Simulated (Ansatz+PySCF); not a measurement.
**singlet HNO: levels of theory in one basis**

```xyz
3

N     0.0000    0.4616   -0.4173
H     0.0000    1.4066    0.2492
O     0.0000   -0.5797    0.3340
```

Basis set: def2-SVP (spherical functions). Frozen core: 2 orbitals. Charge 0, multiplicity 1.

Computed with Ansatz (development build ahead of 0.2.0); the reference of a correlated method needn't be the lowest determinant of its kind. NEVPT2 correlates all electrons. Active spaces start from the frontier orbitals, and the lowest solution found is given.

```tsv
method	E − E(RHF) (eV)	<S²> of the determinant
RHF	0.00	0.00
UHF	-0.50	0.59
UHF-MP2	-8.78	0.59
RHF-CCSD	-10.25	–
UHF-CCSD	-10.22	0.54
RHF-CCSD(T)	-10.64	–
UHF-CCSD(T)	-10.59	0.54
CASSCF(12,9)	-4.22	–
SC-NEVPT2(12,9)	-9.78	–
```

What does RHF-MP2 give on the same scale?

-10.01 eV.

Is a single determinant a sound starting point here?

It is doubtful. Unrestricted orbitals lower Hartree–Fock by 0.50 eV and <S²> is 0.59 where a pure state has 0.00, a sign of strong static correlation. The CASSCF(12,9) natural occupations are 2.00, 2.00, 1.99, 1.96, 1.96, 1.89, 0.12, 0.04, 0.04.

Caution for RHF, RHF-MP2, RHF-CCSD, RHF-CCSD(T): an unrestricted determinant lies well below. Caution for UHF, UHF-MP2, UHF-CCSD, UHF-CCSD(T): the unrestricted determinant is spin contaminated. Caution for UHF, UHF-MP2: the determinant breaks the point group. Caution for UHF-MP2, UHF-CCSD(T): another reference gives a lower total. Caution for UHF-CCSD, UHF-CCSD(T): the determinant is a saddle point; a plain start can end on a higher determinant.
